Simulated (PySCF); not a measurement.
CH4S, charge +1, multiplicity 2. Atoms are numbered in the order given.

```xyz
6

C      0.0120     1.1207     0.0000
S     -0.0907    -0.6382     0.0000
H      0.5714     1.4427     0.8887
H     -1.0016     1.5187     0.0000
H      0.5714     1.4427    -0.8887
H      1.2382    -0.9166     0.0000
```
Charge +1, spin multiplicity 2.

Geometry optimised at PBE0-D3(BJ)/def2-TZVP. The spin state was assumed, not searched.

Computed with PBE0-D3(BJ)/def2-TZVP (PySCF 2.14.0).

Frequencies are harmonic and unscaled.

Computed normal modes with their intensities:
| mode | ν (cm⁻¹) | IR (km/mol) | moving atoms (share of kinetic energy) |
|---|---|---|---|
| 1 | 217 | 9.2 | H 96 % |
| 2 | 735 | 4.4 | C 60 %, S 32 %, H 8 % |
| 3 | 791 | 6.6 | H 97 % |
| 4 | 817 | 4.8 | H 85 %, C 14 % |
| 5 | 1095 | 13.6 | H 79 %, C 17 % |
| 6 | 1300 | 28.4 | H 90 %, C 9 % |
| 7 | 1393 | 26.0 | H 95 % |
| 8 | 1415 | 12.9 | H 95 % |
| 9 | 2621 | 39.3 | H 97 % |
| 10 | 3006 | 67.2 | H 97 % |
| 11 | 3074 | 27.0 | H 91 %, C 9 % |
| 12 | 3182 | 25.2 | H 91 %, C 9 % |
